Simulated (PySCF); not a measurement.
**Working out the ionisation energy of O**

O [He] 2s2 2p4 (3P) → O⁺ [He] 2s2 2p3 (4S). Calculation: PySCF 2.14, in aug-cc-pVDZ; the non-relativistic Hamiltonian (point nucleus). Frozen: 1s2. Energies in hartree (1 hartree = 27.21139 eV):

| part | O (lower) | O⁺ (upper) |
| --- | --- | --- |
| UHF | -74.796601 | -74.353498 |
| CCSD correlation | -0.127241 | -0.088200 |
| (T) | -0.001812 | -0.000786 |

Question: What does Hartree-Fock give?

Answer: (-74.353498) − (-74.796601) = 0.443103 hartree = 12.057 eV.

Question: What do CCSD and CCSD(T) give?

Answer: The CCSD correlation energies differ by 0.039041 hartree = 1.062 eV and the triples by 0.001026 hartree = 0.028 eV, so CCSD gives 13.119 eV and CCSD(T) 13.147 eV.

Measured between the centres of the two terms (NIST): 13.608 eV, so CCSD(T) (valence) is off by -0.461 eV.

A double-zeta basis recovers only part of the correlation energy.

What remains against the reference includes basis incompleteness, the frozen core and higher excitations.
